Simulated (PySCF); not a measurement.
# How the numerical set-up moves the result for Cl2

The method stays; parts of the set-up, such as the basis or the Hamiltonian, are changed.

Computed with PySCF 2.14.0. Level: method and basis as typed in the scripts.

3 further runs of the same task are left out: 3 that didn't finish.

## 1. Where the work starts

Cl2: 2 atoms, charge 0, spin multiplicity 1.

Bond lengths: Cl1–Cl2 1.746 Å.

## 2. The run that the others are compared with

input.py reads:

```python
from pyscf import gto, scf, cc

mol = gto.M(
    atom='Cl 0 0 0; Cl 0 0 1.746',
    basis='cc-pvdz',
    charge=0,
    spin=0,
    symmetry=True,
    verbose=4,
)
mf = scf.RHF(mol)
mf.kernel()
mycc = cc.CCSD(mf, frozen=10)
mycc.kernel()
e = mycc.eeccsd(nroots=4)[0]
print('roots (eV) =', (e*27.211386).round(3))
mf.dip_moment()
print('orbital energies (hartree):', mf.mo_energy[..., max(0, mol.nelec[1]-3):mol.nelec[0]+3].round(4))
```

On the command line:

```
OMP_NUM_THREADS=1 python input.py
```

The log of this run is left out.

Base result: E(SCF) = -918.917306 Eh, 7 cycles, E(CCSD) − E(SCF) = -0.29031 Eh, μ = 0.00 D, excitation roots 5.093, 5.093, 5.093, 5.093 eV.

The bond length is a typed value, not an optimised one.

## 3. Spin-free X2C on

Variant 1 changes spin-free X2C: off → on.

input.py reads:

```python
from pyscf import gto, scf, cc

mol = gto.M(
    atom='Cl 0 0 0; Cl 0 0 1.746',
    basis='cc-pvdz',
    charge=0,
    spin=0,
    symmetry=True,
    verbose=4,
)
mf = scf.RHF(mol)
mf = mf.sfx2c1e()
mf.kernel()
mycc = cc.CCSD(mf, frozen=10)
mycc.kernel()
e = mycc.eeccsd(nroots=4)[0]
print('roots (eV) =', (e*27.211386).round(3))
mf.dip_moment()
print('orbital energies (hartree):', mf.mo_energy[..., max(0, mol.nelec[1]-3):mol.nelec[0]+3].round(4))
```

On the command line:

```
OMP_NUM_THREADS=1 python input.py
```

## 4. 6-311++g**

Variant 2 changes basis set: cc-pvdz → 6-311++g**.

input.py: that of step 2 with these lines changed.

```diff
@@ -4,3 +4,3 @@
     atom='Cl 0 0 0; Cl 0 0 1.746',
-    basis='cc-pvdz',
+    basis='6-311++g**',
     charge=0,
```

## 5. Density fitting auto

Variant 3 changes density fitting: none → auto.

input.py: that of step 2 with these lines changed.

```diff
@@ -11,2 +11,3 @@
 mf = scf.RHF(mol)
+mf = mf.density_fit()
 mf.kernel()
```

What does the calculation give? Wanted: for each run, E(SCF); from base; gap; after the SCF.

The runs gave:

| run | E(SCF) (hartree) | from base (eV) | cycles | gap (eV) | functions | after the SCF |
| --- | --- | --- | --- | --- | --- | --- |
| base | -918.917306 | 0 | 7 | 15.14 | 36 | CCSD correlation -7.900 eV, core frozen, first root 5.09 eV |
| spin-free X2C on | -921.404598 | -67.6827 | 7 | 15.12 | 36 | CCSD correlation -7.903 eV, core frozen, first root 5.06 eV |
| 6-311++g** | -918.926073 | -0.2386 | 8 | 13.41 | 60 | CCSD correlation -8.041 eV, core frozen, first root 5.00 eV |
| density fitting auto | -918.916675 | +0.0172 | 7 | 15.14 | 36 | CCSD correlation -7.918 eV, core frozen, first root 14.39 eV |

**Reading.** Of the runs whose energies can be compared, “spin-free X2C on” moves the SCF energy most (-67.683 eV). Scalar relativity lowers the total energy by 67.68 eV, nearly all of it in the inner shells; a basis contracted without relativity catches only part of it. 6-311++g** (60 functions) gives an energy 0.24 eV lower than cc-pvdz (36). The dearest run is “6-311++g**”, at 6.3 s against 1.4 s.
